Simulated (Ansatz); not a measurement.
Lead, fcc: convergence with Gaussian smearing

Computed with Ansatz, r²SCAN, scalar-relativistic PAW, on the relaxed cell (a = 4.989 Å; spin not included). Errors count from a run at 500 eV on a Γ-centred 18×18×18 mesh with Fermi-Dirac smearing of 0.1 eV, extrapolated to zero width. Fixed here: cutoff 500 eV, mesh 11×11×11. The SCF starts from atomic densities corrected by a trained network.

| width (eV) | E(σ→0) error (meV/atom) | F error (meV/atom) | P (GPa) | SCF iterations |
| --- | --- | --- | --- | --- |
| 0.01 | -6.0 | -6.0 | 0.00 | 6 |
| 0.03 | -6.1 | -6.2 | 0.00 | 6 |
| 0.1 | -6.2 | -6.9 | -0.03 | 6 |
| 0.2 | -5.7 | -9.3 | -0.04 | 6 |
| 0.3 | -4.6 | -14.3 | 0.04 | 6 |
| 0.6 | -1.8 | -46.8 | 0.27 | 6 |
| 1.0 | -0.2 | -127.9 | 0.63 | 6 |
